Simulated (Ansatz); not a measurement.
[H···H···BH₂], doublet: transfer scan

All five atoms lie in one plane.

Starting geometry:

```xyz
5

H    -1.9803    0.0000    0.0000
H    -1.2353    0.0000    0.0000
B     0.1727    0.0000    0.0000
H     0.6818    0.0000    1.0770
H     0.6818    0.0000   -1.0770
```

From there H2 is moved from one fragment to the other while all else, the fragments' distance too, stays fixed; atoms are numbered as listed. Energies are in kJ/mol, counted from the starting geometry at the same level.

Basis cc-pVDZ; Ansatz 0.2.0. Correlated methods freeze the noble-gas cores. R marks a restricted (for open shells ROHF) determinant.

Full CI is exact within this basis and frozen core; it isn't the basis-set limit.

| distance H1-H2 (Å) | RHF |
| --- | --- |
| 0.693 | 12.7 |
| 0.745 | 0.0 |
| 0.779 | -6.0 |
| 0.813 | -11.3 |
| 0.847 | -16.6 |
| 0.881 | -21.8 |
| 0.915 | -26.5 |
| 0.949 | -30.2 |
| 0.983 | -32.1 |

Question: Estimate the full CI curve in cc-pVDZ from this one, knowing how RHF errs.

Answer: The computed full CI values, in kJ/mol from the starting point, and the error of RHF against them:
| distance H1-H2 (Å) | full CI | RHF less full CI |
| --- | --- | --- |
| 0.693 | 17.0 | -4.3 |
| 0.745 | 0.0 | 0.0 |
| 0.779 | -7.5 | 1.5 |
| 0.813 | -13.1 | 1.7 |
| 0.847 | -17.1 | 0.5 |
| 0.881 | -19.8 | -2.0 |
| 0.915 | -21.1 | -5.4 |
| 0.949 | -20.9 | -9.3 |
| 0.983 | -18.6 | -13.5 |

The error spans 15.2 kJ/mol and is largest, -13.5 kJ/mol, at 0.983 Å.
